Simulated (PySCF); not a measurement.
**A basis-limit estimate, worked out**

An elementary step of SiH₅ClO, singlet (SiH₃Cl ([SiH3][Cl]) + H₂O → SiH₄O ([OH][SiH3]) + HCl; bonds formed: Si1–O7, Cl2–H6; bonds broken: Si1–Cl2, H6–O7). “Start” is the structure reached by relaxing down from the saddle towards the reactants; PBE0-D4/def2-TZVP structures. The saddle:

Si1  (-0.426, -0.249, -0.556)
Cl2  (1.996, -0.548, -0.479)
H3  (-0.556, -1.708, -0.720)
H4  (-0.177, 0.619, -1.724)
H5  (-1.816, 0.176, -0.150)
H6  (1.121, 0.283, 1.011)
O7  (0.117, 0.306, 1.131)
H8  (-0.258, 1.122, 1.487)
(Å)

Computed with PySCF 2.14 with density fitting (its default auxiliary sets; JK sets also for MP2 and CCSD(T)) (basis: def2-TZVPP and def2-QZVPP); correlated methods freeze the cores.

Energies in eV:

| quantity | saddle | start |
| --- | --- | --- |
| Hartree–Fock, triple zeta (X = 3) | -22483.75935 | -22485.08649 |
| Hartree–Fock, quadruple zeta (X = 4) | -22484.46951 | -22485.79251 |
| MP2 correlation, X = 3 | -16.23106 | -15.89597 |
| MP2 correlation, X = 4 | -17.63763 | -17.28297 |
| CCSD(T) correlation, X = 3 | -17.99646 | -17.69931 |

(1) Work out the barrier at the basis limit: extrapolate Hartree–Fock as E(X) = E∞ + A exp(−7.88 √X) and the MP2 correlation as E(X) = E∞ + B X^−2.97 (the exponents that Neese and Valeev fitted for def2-TZVPP and QZVPP), then add CCSD(T) − MP2 in triple zeta.

T1 diagnostic: at most 0.011.

## Answers

(1) Each step is linear, so take the differences first (saddle − start): Hartree–Fock 1.32714 (X = 3) and 1.32300 (X = 4); MP2 correlation -0.33509 and -0.35466; CCSD(T) correlation -0.29715.
Two points give E∞ = E(4) + w [E(4) − E(3)], with w = 1/(exp(7.88 (2 − √3)) − 1) = 0.1377 for Hartree–Fock and w = 1/((4/3)^2.97 − 1) = 0.7407 for the correlation.
Hartree–Fock: 1.32300 + 0.1377 × (-0.00414) = 1.3224 eV.
MP2 correlation: -0.35466 + 0.7407 × (-0.01957) = -0.3692 eV.
CCSD(T) − MP2: -0.29715 − (-0.33509) = 0.0379 eV.
Sum: 1.3224 + (-0.3692) + 0.0379 = 0.9911 eV, or 22.86 kcal/mol. Plain CCSD(T) in triple zeta gives 1.0300 eV, so the larger basis shifts the result by -0.0389 eV.

The step is the kind of ligand exchange by which a precursor binds to a hydroxyl group, or is hydrolysed, in atomic layer deposition of oxides.

Labels in which every atom is bracketed show which atoms are joined, not bond orders.

For scale, one of the runs: CCSD(T)/def2-TZVPP, 185 basis functions, launched by `OMP_NUM_THREADS=4 python run.py`. The run took 3.4 min on 4 CPU threads of an Arm Neoverse V2 (shared host), with 1.9 GiB of host memory at its peak.
